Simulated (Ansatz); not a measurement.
## CN, doublet: from triple and quadruple zeta to the limit

```json
{"atom": "C", "x (Å)": "0.3453", "y (Å)": "1.9077", "z (Å)": "-0.3283"}
{"atom": "N", "x (Å)": "0.0337", "y (Å)": "2.9557", "z (Å)": "-0.7364"}
```

Ansatz 0.2.0, UHF determinant, valence electrons correlated. Energies in eV.

```json
{"set": "def2-TZVPP", "X": "3", "functions": "62", "Hartree–Fock": "-2509.9440", "MP2 correlation": "-7.4574", "CCSD(T) correlation": "-8.9640", "time": "3.7 s on 1 × NVIDIA H100 80GB HBM3 with 3 threads of AMD EPYC 7R13 Processor (Zen 3) (shared host)"}
{"set": "def2-QZVPP", "X": "4", "functions": "114", "Hartree–Fock": "-2510.0420", "MP2 correlation": "-7.9911", "CCSD(T) correlation": "-9.4594", "time": "7.5 s on 1 × NVIDIA H100 80GB HBM3 with 3 threads of AMD EPYC 7R13 Processor (Zen 3) (shared host)"}
```

Hartree–Fock is taken to follow E(X) = E∞ + A·exp(−7.88·√X), correlation E(X) = E∞ + B·X^−2.97.

Cautions: strong correlation; ⟨S²⟩ of the determinant is 1.14 against 0.75, spin contaminated.

Question: Work out the CCSD(T) energy at the limit, and how far the shortcut misses it that extrapolates MP2 and adds CCSD(T) minus MP2 from the smaller set.

Answer: Hartree–Fock: E∞ = E4 + 0.1377·(E4 − E3) = -2510.0555. Correlation: E∞ = E4 + 0.7407·(E4 − E3) = -9.8264 for CCSD(T) and -8.3865 for MP2. The limit is -2519.8818 eV, 0.380 eV below def2-QZVPP. The shortcut gives a correlation energy of -8.3865 + (-1.5067) = -9.8932, 67 meV lower than the direct value.
